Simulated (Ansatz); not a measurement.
Ligand exchange: MgH(NH2) + H3NO → MgH(OH) + N2H4

Species: MgH(NH2), singlet; H3NO (hydroxylamine) `NO`, singlet; MgH(OH), singlet; N2H4 (hydrazine) `NN`, singlet. The partners trade NH2 for OH: Mg–NH2 and N–OH bonds give way to Mg–OH and N–NH2.

Shapes, held fixed at every level: PBE0-D4/def2-TZVP. Flexible molecules stand in one conformer, not always the lowest. Programs: Ansatz 0.2.0. The zero-point and thermal change to 298 K, harmonic and unscaled (PBE0-D4/def2-TZVP), is +4.0 kJ/mol.

```tsv
level	kind	ΔH(298 K) (kJ/mol)	less CCSD(T)/def2-TZVPP
HF/def2-TZVPP	Hartree–Fock	-125.8	-13.7
r2SCAN-D4/def2-TZVPP	meta-GGA	-113.3	-1.2
PBE0-D4/def2-TZVPP	global hybrid	-113.9	-1.8
MP2/def2-TZVPP	perturbation theory	-119.9	-7.8
CCSD(T)/def2-SVP	coupled cluster or CI	-119.1	-7.0
CCSD/def2-SVP	coupled cluster or CI	-121.9	-9.8
CCSD(T)/def2-TZVPP	coupled cluster or CI	-112.1	0.0
```

The highest level, CCSD(T)/def2-TZVPP, gives ΔH(298 K) = -112.1 kJ/mol; the levels span -125.8 to -112.1. The column of differences is taken from that level and isn't an error. No measured value is set beside it here. Correlated rows may include outer-core shells of Mg, which these sets cover unevenly.
